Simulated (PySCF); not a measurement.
**How the functional moves excitation energies**

Pentanenitrile, C5H9N.
SMILES with atom numbers: `[CH3:1][CH2:2][CH2:3][CH2:4][C:5]#[N:6]` (hydrogens: H7, H8, H9 on C1; H10, H11 on C2; H12, H13 on C3; H14, H15 on C4)

Linear-response calculations in the def2-SVPD basis (PySCF; singlets by full response, triplets Tamm–Dancoff, core orbitals frozen in the response; HF means time-dependent Hartree–Fock). 'Strongest' is the level of largest summed f among the singlets computed (10 roots, of which the last may lack a degenerate partner); it can jump between rows when another state enters that window. S1 is the lowest singlet of each run and needn't be the same state throughout; f(S1) is that of one state. One conformer (not necessarily the lowest) at the PBE0-D3(BJ)/def2-SVP geometry, without solvent, vibrations or thermal averaging.

```
functional                               kind  S1 (eV)  f(S1)  strongest (eV)  T1 (eV)  HOMO (eV)  gap (eV)  ionisation energy, ΔSCF (eV)
       LDA                                LDA     7.47  0.000            7.63     6.59      -8.08      7.40                         11.16
       PBE                                GGA     7.48  0.000            7.57     6.39      -7.90      7.41                         10.84
     B3LYP  global hybrid, 20% exact exchange     7.66  0.000            7.90     6.33      -9.01      9.03                         11.26
      PBE0  global hybrid, 25% exact exchange     7.70  0.000            8.62     6.26      -9.25      9.58                         11.31
 CAM-B3LYP             range-separated hybrid     7.67  0.000            9.62     6.32     -10.68     11.69                         11.65
   wB97X-D             range-separated hybrid     7.72  0.000            9.89     6.42     -11.16     13.18                         11.59
   LC-wPBE             range-separated hybrid     7.77  0.000           10.34     6.27     -12.11     14.26                         11.94
        HF                       Hartree–Fock     6.98  0.000           10.75     5.45     -12.36     14.81                   not settled
```

Question: What does BHandHLYP (global hybrid, 50% exact exchange) give?

Answer: S1 (eV) 7.51, f(S1) 0.000, strongest (eV) 9.90, T1 (eV) 6.13, HOMO (eV) -10.48, gap (eV) 11.34, ionisation energy, ΔSCF (eV) 11.54. S1 runs from 6.98 eV (HF) to 7.77 eV (LC-wPBE), a spread of 0.79 eV, while the orbital gap spreads over 7.4 eV. −ε(HOMO) comes closest to its own ΔSCF ionisation energy with LC-wPBE (+0.17 eV) and misses most with LDA (-3.08 eV). 'Not settled' means that the ion's SCF failed to converge or may have ended in another state than the lowest.
